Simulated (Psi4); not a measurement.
# TPSSh/aug-cc-pVDZ run of [NO3]− (nitrate), part 2 of 2

Psi4 1.11. The steps go on from the part before.

## Step 3: Doublet neutral NO3: the energy at UTPSSh/aug-cc-pVDZ

no3.xyz

```xyz
4
NO3
O      0.296520     0.524040     1.091530
N      0.000000     0.000000     0.000000
O      0.470440    -1.113360    -0.305120
O     -0.766950     0.589330    -0.786420
```

job.py

```python
import psi4

psi4.set_memory(2200000000)
psi4.set_num_threads(1)
psi4.set_output_file('psi4.out', False)

with open('no3.xyz') as f:
    atoms = ''.join(f.readlines()[2:])
molecule = psi4.geometry('0 2\n' + atoms + 'symmetry c1\nno_reorient\nno_com')

psi4.set_options({
    'reference': 'uks',
    'puream': True,
    'e_convergence': 1e-09,
    'd_convergence': 1e-08,
    'scf_type': 'pk',
    'dft_radial_points': 99,
    'dft_spherical_points': 590,
    'maxiter': 100,
})

e_tot, wfn = psi4.energy("tpssh/aug-cc-pVDZ", return_wfn=True)
psi4.oeprop(wfn, "DIPOLE", "MAYER_INDICES", "LOWDIN_CHARGES", title="TPSSH")
print(f'tpssh/aug-cc-pVDZ energy: {e_tot:.10f} Eh')
for k, v in sorted(psi4.core.scalar_variables().items()):
    print(f'{k:45s} {v:18.10f}')
```

The run is started by

```console
$ python job.py
```

psi4.out:

```text
Psi4 1.11 release

   => Loading Basis Set <=

    Name: AUG-CC-PVDZ
    Role: ORBITAL
    Keyword: BASIS

         ---------------------------------------------------------
                                   SCF
                              UKS Reference
                        1 Threads,   2098 MiB Core
         ---------------------------------------------------------

  ==> Geometry <==

    Molecular point group: c1
    Full point group: C1

    Geometry (in Angstrom), charge = 0, multiplicity = 2:

       Center              X                  Y                   Z               Mass
    ------------   -----------------  -----------------  -----------------  -----------------
         O            0.296520000000     0.524040000000     1.091530000000    15.994914619570
         N            0.000000000000     0.000000000000     0.000000000000    14.003074004430
         O            0.470440000000    -1.113360000000    -0.305120000000    15.994914619570
         O           -0.766950000000     0.589330000000    -0.786420000000    15.994914619570

  Running in c1 symmetry.

  Rotational constants: A =      0.45215  B =      0.45214  C =      0.22607 [cm^-1]
  Rotational constants: A =  13555.02125  B =  13554.91564  C =   6777.48422 [MHz]
  Nuclear repulsion =  118.372543486432122

  Charge       = 0
  Multiplicity = 2
  Electrons    = 31
  Nalpha       = 16
  Nbeta        = 15

  ==> Algorithm <==

  SCF Algorithm Type is PK.
  DIIS enabled.
  MOM disabled.
  Fractional occupation disabled.
  Guess Type is SAD.
  Energy threshold   = 1.00e-09
  Density threshold  = 1.00e-08
  Integral threshold = 1.00e-12

  ==> Primary Basis <==

  Basis Set: AUG-CC-PVDZ
    Blend: AUG-CC-PVDZ
    Number of shells: 36
    Number of basis functions: 92
    Number of Cartesian functions: 100
    Spherical Harmonics?: true
    Max angular momentum: 2

  ==> DFT Potential <==

   => LibXC <=

    Version 7.1.2

   => Composite Functional: TPSSH <=

    TPSSh Hyb-GGA Exchange-Correlation Functional

    Deriv               =              1
    GGA                 =           TRUE
    Meta                =           TRUE

    Exchange Hybrid     =           TRUE
    MP2 Hybrid          =          FALSE

   => Exchange Functionals <=

    0.9000   Tao, Perdew, Staroverov & Scuseria

   => Exact (HF) Exchange <=

    0.1000               HF

   => Correlation Functionals <=

    1.0000   Tao, Perdew, Staroverov & Scuseria

   => LibXC Density Thresholds  <==

    XC_HYB_MGGA_XC_TPSSH:  1.00E-15

   => Molecular Quadrature <=

    Radial Scheme          =       TREUTLER
    Pruning Scheme         =           NONE
    Nuclear Scheme         =       TREUTLER

    Blocking Scheme        =         OCTREE
    BS radius alpha        =              1
    Pruning alpha          =              1
    Radial Points          =             99
    Spherical Points       =            590
    Total Points           =         228391
    Total Blocks           =           1735
    Max Points             =            256
    Max Functions          =             92
    Weights Tolerance      =       1.00E-15

  ==> Integral Setup <==

  Using in-core PK algorithm.
   Calculation information:
      Number of atoms:                   4
      Number of AO shells:              36
      Number of primitives:            100
      Number of atomic orbitals:       100
      Number of basis functions:        92

      Integral cutoff                 1.00e-12
      Number of threads:                 1

  Performing in-core PK
  Using 18305562 doubles for integral storage.
  We computed 222048 shell quartets total.
  Whereas there are 222111 unique shell quartets.

  ==> DiskJK: Disk-Based J/K Matrices <==

    J tasked:                  Yes
    K tasked:                  Yes
    wK tasked:                  No
    Memory [MiB]:              546
    Schwarz Cutoff:          1E-12

  Cached 50.0% of DFT collocation blocks in 0.707 [GiB].

  Minimum eigenvalue in the overlap matrix is 5.6012684904E-04.
  Reciprocal condition number of the overlap matrix is 8.4845202344E-05.
    Using symmetric orthogonalization.

  ==> Pre-Iterations <==

  SCF Guess: Superposition of Atomic Densities via on-the-fly atomic UHF (no occupation information).

   -------------------------
    Irrep   Nso     Nmo
   -------------------------
     A         92      92
   -------------------------
    Total      92      92
   -------------------------

  ==> Iterations <==

                        Total Energy        Delta E     RMS |[F,P]|

   @UKS iter SAD:  -280.05168339804476   -2.80052e+02   0.00000e+00
   @UKS iter   1:  -280.17152940146730   -1.19846e-01   6.27130e-03 ADIIS/DIIS
   @UKS iter   2:  -279.97189124888575    1.99638e-01   1.04741e-02 ADIIS/DIIS
   @UKS iter   3:  -280.28174005039875   -3.09849e-01   1.13637e-03 ADIIS/DIIS
   @UKS iter   4:  -280.28616347491158   -4.42342e-03   1.89503e-04 ADIIS/DIIS
   @UKS iter   5:  -280.28629373549620   -1.30261e-04   2.42145e-05 DIIS
   @UKS iter   6:  -280.28629632450071   -2.58900e-06   6.61707e-06 DIIS
   @UKS iter   7:  -280.28629464876735    1.67573e-06   2.35703e-05 DIIS
   @UKS iter   8:  -280.28629660885991   -1.96009e-06   9.02883e-07 DIIS
   @UKS iter   9:  -280.28629661832065   -9.46073e-09   1.18488e-07 DIIS
   @UKS iter  10:  -280.28629661846406   -1.43416e-10   3.19440e-08 DIIS
   @UKS iter  11:  -280.28629661843928    2.47837e-11   9.03610e-08 DIIS
   @UKS iter  12:  -280.28629661846833   -2.90470e-11   6.28547e-10 DIIS
  Energy and wave function converged.

  ==> Post-Iterations <==

   Electrons on quadrature grid:
      Nalpha   =   16.0000000610 ; deviation = 6.103e-08
      Nbeta    =   15.0000000448 ; deviation = 4.477e-08
      Ntotal   =   31.0000001058 ; deviation = 1.058e-07

   @Spin Contamination Metric:   5.354330150E-03
   @S^2 Expected:                7.500000000E-01
   @S^2 Observed:                7.553543302E-01
   @S   Expected:                5.000000000E-01
   @S   Observed:                5.000000000E-01

    Orbital Energies [Eh]
    ---------------------

    Alpha Occupied:

       1A    -19.203084     2A    -19.203083     3A    -19.203068
       4A    -14.598108     5A     -1.319359     6A     -1.109776
       7A     -1.109776     8A     -0.677972     9A     -0.603869
      10A     -0.590531    11A     -0.590531    12A     -0.415557
      13A     -0.415556    14A     -0.375044    15A     -0.375044
      16A     -0.354817

    Alpha Virtual:

      17A     -0.126986    18A      0.007155    19A      0.061040
      20A      0.061040    21A      0.081276    22A      0.116273
      23A      0.131744    24A      0.131744    25A      0.149879
      26A      0.154688    27A      0.154688    28A      0.214429
      29A      0.227547    30A      0.227548    31A      0.236287
      32A      0.265224    33A      0.272644    34A      0.272645
      35A      0.337285    36A      0.337285    37A      0.541519
      38A      0.541520    39A      0.544831    40A      0.702496
      41A      0.702497    42A      0.761759    43A      0.793004
      44A      0.799897    45A      0.799898    46A      0.920129
      47A      0.932714    48A      0.932715    49A      0.935994
      50A      0.935994    51A      0.975922    52A      0.985148
      53A      0.985150    54A      1.020002    55A      1.034603
      56A      1.112775    57A      1.112776    58A      1.148672
      59A      1.148674    60A      1.190268    61A      1.396888
      62A      1.572787    63A      1.573092    64A      1.573094
      65A      1.724881    66A      1.724885    67A      1.934002
      68A      1.934005    69A      1.973301    70A      2.028853
      71A      2.028853    72A      2.192664    73A      2.311744
      74A      2.311749    75A      3.023056    76A      3.023057
      77A      3.140623    78A      3.148056    79A      3.148057
      80A      3.182425    81A      3.198385    82A      3.207371
      83A      3.207371    84A      3.228523    85A      3.286777
      86A      3.412274    87A      3.412275    88A      3.459927
      89A      3.459929    90A      3.708519    91A      3.708520
      92A      3.932370

    Beta Occupied:

       1A    -19.192437     2A    -19.192437     3A    -19.192428
       4A    -14.599054     5A     -1.309570     6A     -1.090146
       7A     -1.090145     8A     -0.661574     9A     -0.602387
      10A     -0.573716    11A     -0.573716    12A     -0.366465
      13A     -0.366465    14A     -0.361582    15A     -0.361582

    Beta Virtual:

      16A     -0.257494    17A     -0.123177    18A      0.009180
      19A      0.062271    20A      0.062271    21A      0.081360
      22A      0.122134    23A      0.133726    24A      0.133726
      25A      0.151677    26A      0.154760    27A      0.154760
      28A      0.217215    29A      0.227346    30A      0.227346
      31A      0.236317    32A      0.267078    33A      0.286368
      34A      0.286370    35A      0.339531    36A      0.339531
      37A      0.544255    38A      0.544255    39A      0.545697
      40A      0.710578    41A      0.710579    42A      0.760773
      43A      0.797871    44A      0.804744    45A      0.804745
      46A      0.931852    47A      0.938750    48A      0.938750
      49A      0.952413    50A      0.952414    51A      0.992417
      52A      0.992419    53A      0.997245    54A      1.022233
      55A      1.037741    56A      1.123330    57A      1.123330
      58A      1.155300    59A      1.155302    60A      1.197040
      61A      1.401279    62A      1.578306    63A      1.578307
      64A      1.598993    65A      1.738590    66A      1.738592
      67A      1.941156    68A      1.941158    69A      1.977179
      70A      2.028636    71A      2.028636    72A      2.193185
      73A      2.320066    74A      2.320071    75A      3.039434
      76A      3.039435    77A      3.174332    78A      3.174669
      79A      3.174670    80A      3.210612    81A      3.224195
      82A      3.231349    83A      3.231349    84A      3.234758
      85A      3.295003    86A      3.430938    87A      3.430939
      88A      3.467613    89A      3.467615    90A      3.728304
      91A      3.728306    92A      3.943373

    Final Occupation by Irrep:
              A
    DOCC [    15 ]
    SOCC [     1 ]
    NA   [    16 ]
    NB   [    15 ]

  @UKS Final Energy:  -280.28629661846833

   => Energetics <=

    Nuclear Repulsion Energy =            118.3725434864321215
    One-Electron Energy =                -617.5443047390017455
    Two-Electron Energy =                 248.2412387808269898
    DFT Exchange-Correlation Energy =     -29.3557741467256719
    Empirical Dispersion Energy =           0.0000000000000000
    VV10 Nonlocal Energy =                  0.0000000000000000
    Total Energy =                       -280.2862966184683273

  UHF NO Occupations:
  HONO-2 :   14  A 1.9988785
  HONO-1 :   15  A 1.9988785
  HONO-0 :   16  A 1.0000000
  LUNO+0 :   17  A 0.0011215
  LUNO+1 :   18  A 0.0011215
  LUNO+2 :   19  A 0.0001072
  LUNO+3 :   20  A 0.0000883

Computation Completed

Properties will be evaluated at   0.000000,   0.000000,   0.000000 [a0]

Properties computed using the SCF density matrix

 Multipole Moments:

 ------------------------------------------------------------------------------------
     Multipole            Electronic (a.u.)      Nuclear  (a.u.)        Total (a.u.)
 ------------------------------------------------------------------------------------

 L = 1.  Multiply by 2.5417464519 to convert [e a0] to [Debye]
 Dipole X            :         -0.0001555            0.0001512           -0.0000043
 Dipole Y            :         -0.0001506            0.0001512            0.0000006
 Dipole Z            :          0.0001512           -0.0001512            0.0000001
 Magnitude           :                                                    0.0000043

 ------------------------------------------------------------------------------------

	total time  =         32 seconds =       0.53 minutes

Properties will be evaluated at   0.000000,   0.000000,   0.000000 [a0]

Properties computed using the TPSSH density matrix

 Multipole Moments:

 ------------------------------------------------------------------------------------
     Multipole            Electronic (a.u.)      Nuclear  (a.u.)        Total (a.u.)
 ------------------------------------------------------------------------------------

 L = 1.  Multiply by 2.5417464519 to convert [e a0] to [Debye]
 Dipole X            :         -0.0001555            0.0001512           -0.0000043
 Dipole Y            :         -0.0001506            0.0001512            0.0000006
 Dipole Z            :          0.0001512           -0.0001512            0.0000001
 Magnitude           :                                                    0.0000043

 ------------------------------------------------------------------------------------
  Lowdin Charges: (a.u.)
   Center  Symbol    Alpha    Beta     Spin     Total
       1     O     4.06565  3.71048  0.35517  0.22388
       2     N     3.80306  3.86857 -0.06551 -0.67163
       3     O     4.06565  3.71048  0.35517  0.22388
       4     O     4.06565  3.71047  0.35517  0.22388

  Total alpha = 16.00000, Total beta = 15.00000, Total charge =  0.00000

  Mayer Bond Indices:

  Total Bond Index:
  Irrep: 1 Size: 4 x 4

                 1                   2                   3                   4

    1     0.00000000000000     0.97778307440506     0.33156250587926     0.33156436178501
    2     0.97778307440506     0.00000000000000     0.97777976553835     0.97777990136801
    3     0.33156250587926     0.97777976553835     0.00000000000000     0.33156532490018
    4     0.33156436178501     0.97777990136801     0.33156532490018     0.00000000000000

  Alpha Contribution:
  Irrep: 1 Size: 4 x 4

                 1                   2                   3                   4

    1     0.00000000000000     0.47402872140377     0.06426002158671     0.06425987778513
    2     0.47402872140377     0.00000000000000     0.47402645679803     0.47402636931099
    3     0.06426002158671     0.47402645679803     0.00000000000000     0.06425975148657
    4     0.06425987778513     0.47402636931099     0.06425975148657     0.00000000000000

  Beta Contribution:
  Irrep: 1 Size: 4 x 4

                 1                   2                   3                   4

    1     0.00000000000000     0.50375435300129     0.26730248429255     0.26730448399987
    2     0.50375435300129     0.00000000000000     0.50375330874033     0.50375353205702
    3     0.26730248429255     0.50375330874033     0.00000000000000     0.26730557341361
    4     0.26730448399987     0.50375353205702     0.26730557341361     0.00000000000000

  Atomic Valences:

 #  #
 Irrep: 1
      1:    1.640909942069324
      2:    2.933342741311423
      3:    1.640907596317790
      4:    1.640909588053197
```

The script printed:

```text
tpssh/aug-cc-pVDZ energy: -280.2862966185 Eh
CURRENT ENERGY                                   -280.2862966185
CURRENT REFERENCE ENERGY                         -280.2862966185
DD SOLVATION ENERGY                                 0.0000000000
DFT FUNCTIONAL TOTAL ENERGY                      -280.2862966185
DFT TOTAL ENERGY                                 -280.2862966185
DFT VV10 ENERGY                                     0.0000000000
DFT XC ENERGY                                     -29.3557741467
GRID ELECTRONS ALPHA                               16.0000000610
GRID ELECTRONS BETA                                15.0000000448
GRID ELECTRONS TOTAL                               31.0000001058
NUCLEAR REPULSION ENERGY                          118.3725434864
ONE-ELECTRON ENERGY                              -617.5443047390
PCM POLARIZATION ENERGY                             0.0000000000
PE ENERGY                                           0.0000000000
SCF ITERATION ENERGY                             -280.2862966185
SCF ITERATIONS                                     12.0000000000
SCF TOTAL ENERGY                                 -280.2862966185
TWO-ELECTRON ENERGY                               248.2412387808
XC GRID RADIAL POINTS                              99.0000000000
XC GRID SPHERICAL POINTS                          590.0000000000
XC GRID TOTAL POINTS                           228391.0000000000
```

Run time: 34 s. Hardware: 1 thread of Intel Xeon Platinum 8488C (Sapphire Rapids), shared host; peak memory 1.1 GiB.

## Step 4: Outcome

This closing draws on all 2 parts.

At TPSSh/aug-cc-pVDZ:

| quantity | value |
| --- | --- |
| singlet [NO3]−: total energy | -280.41881 Eh |
| singlet [NO3]−: HOMO energy | -0.30 eV |
| singlet [NO3]−: LUMO energy | 4.52 eV |
| singlet [NO3]−: HOMO–LUMO gap (to an unbound level, set by the basis) | 4.82 eV |
| singlet [NO3]−: largest force on an atom | 1.355 eV/Å |
| doublet neutral NO3: total energy | -280.28630 Eh |
| doublet neutral NO3: dipole moment | 0.00 D |
| doublet neutral NO3: HOMO energy (highest over α and β) | -9.66 eV |
| doublet neutral NO3: LUMO energy (lowest over α and β) | -7.01 eV |
| doublet neutral NO3: ⟨S²⟩ | 0.755 |
| vertical detachment energy (to the doublet neutral) | 3.606 eV |

The vertical ionisation energy comes to 3.61 eV (348 kJ/mol). The largest force (singlet [NO3]−) is 1.35 eV/Å: the shape isn't a stationary point for this species at this level. The negative HOMO energy of the first species, 0.30 eV, lies 3.31 eV below that difference.
